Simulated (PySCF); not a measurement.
Gas-phase reaction: BCl + BCl3 ⇌ 2 BCl2

Method: PySCF energies plus ideal-gas RRHO corrections (1 bar). The comparison is the NASA 1993 polynomial table, which mixes measured and estimated data. After a fit of one offset per element over all species, the range-separated, M06-2X, PBE0/def2-QZVP and CCSD(T)/def2-TZVPP enthalpies, where run, lie to one side of the table for BCl (+35 kJ/mol), BCl2 (+48 kJ/mol): a fault of the table's entry, another state or a shared error of the levels is possible; this was not checked at source. † marks an energy on the PBE0/def2-TZVP geometry and frequencies; other levels use their own. MP2 and CCSD(T) freeze the core. 6-31G* has spherical d functions here. Open shells (unrestricted): BCl2 (multiplicity 2); the rest are closed-shell singlets. MP2 isn't extrapolated to the basis-set limit; its ΔH°(298 K) is 144.2 kJ in def2-SVP and 151.1 kJ in def2-TZVPP. CCSD(T) isn't extrapolated to the basis-set limit; its ΔH°(298 K) is 164.6 kJ in def2-SVP and 166.8 kJ in def2-TZVPP. The harmonic model lacks anharmonicity and excited electronic states, which grow with temperature; levels with a mode under 35 cm⁻¹ are left out. The table's entry may be an old estimate for BCl, BCl2 (not checked at source).

ΔH° and ΔS° at 298 K: table 103 kJ, 42 J/K; CCSD(T)/def2-TZVPP† 167 kJ, 38 J/K; HF/6-31G* 74 kJ, 39 J/K; MP2/def2-TZVPP† 151 kJ, 38 J/K; PBE/def2-SVP 124 kJ, 38 J/K.

Q: With the heat capacities included, give log10 K at 500, 600, 800, 1200, 1400 K for each.

A: 
| T (K) | table | CCSD(T)/def2-TZVPP† | HF/6-31G* | MP2/def2-TZVPP† | PBE/def2-SVP |
|---|---|---|---|---|---|
| 500 | -8.5 | -15.5 | -5.7 | -13.8 | -11.0 |
| 600 | -6.7 | -12.6 | -4.5 | -11.2 | -8.9 |
| 800 | -4.5 | -9.0 | -2.9 | -8.0 | -6.2 |
| 1200 | -2.3 | -5.4 | -1.3 | -4.7 | -3.6 |
| 1400 | -1.7 | -4.4 | -0.9 | -3.8 | -2.8 |
Ten kJ in ΔG° is worth 1.04 decades in K at 500 K and 0.37 at 1400 K. Holding ΔH° and ΔS° at their 298 K values would give -1.6 (table), -4.3 (CCSD(T)/def2-TZVPP†), -0.7 (HF/6-31G*) at 1400 K.
